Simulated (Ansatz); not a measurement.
Abridged output of a molecular run in Ansatz:

```
Functional definition: HF
698 factors; integrals over basis functions are off by at most 1.1e-3 eV
mean field evaluation 1: about -26596.0668 eV, gradient 1.6e1 eV
mean field evaluation 2: about -26596.0688 eV, gradient 1.6e1 eV
mean field evaluation 4: about -26597.2036 eV, gradient 2.1e0 eV
mean field evaluation 8: about -26597.2239 eV, gradient 3.1e-4 eV
mean field -26597.22392636 eV, -977.4299510479 hartree, gradient 9.1e-7 eV, S^2 0.000000; 0 other end points of the search recorded, 0 dependent functions left out
15 core orbitals not correlated: weight in the atoms' cores, before any rotation towards them, 1.000 or more for the frozen orbitals, at most 0.000 for the correlated occupied ones
reference -26597.22392636 eV, -977.4299510479 hartree; 9, 9 occupied and 50, 50 virtual orbitals, 698 factors
second order -8.73673303 eV of doubles, -0.00000000 eV of singles
cycle   1  -9.60900271 eV  change   -8.7e-1 eV  update   8.4e-2
cycle   2  -9.96247633 eV  change   -3.5e-1 eV  update   2.6e-2
cycle   3  -10.01025611 eV  change   -4.8e-2 eV  update   1.1e-2
cycle   4  -10.00615160 eV  change    4.1e-3 eV  update   3.1e-3
cycle   5  -10.00547372 eV  change    6.8e-4 eV  update   1.0e-3
cycle   6  -10.00532209 eV  change    1.5e-4 eV  update   3.2e-4
cycle   7  -10.00532660 eV  change   -4.5e-6 eV  update   9.5e-5
cycle   8  -10.00536062 eV  change   -3.4e-5 eV  update   3.0e-5
cycle   9  -10.00535764 eV  change    3.0e-6 eV  update   9.4e-6
perturbative correction -0.34124701 eV, -0.0125405963 hartree
Total energy: -26607.57053101 eV, -977.8101817555 hartree
```

Its atoms:

```xyz
7

Si   -0.9275   -0.6419    0.0092
Si    0.8113    0.7648   -0.1711
S     0.8530   -0.9021    1.1885
H    -2.1469   -0.2984    0.7777
H    -1.1868   -1.7109   -0.9835
H     0.8183    2.1005    0.4702
H     1.7785    0.6880   -1.2910
```

(1) Which basis set was used?
A. def2-SVPD
B. def2-TZVPP
C. def2-SVP
D. cc-pV(Q+d)Z

(2) Write the keys of the input that set method, charge and spin (a neutral closed shell needs none for the last two).

## Answers

(1) C. It gives 74 functions.

(2) 
```yaml
correlation: {method: ccsd_t}
```
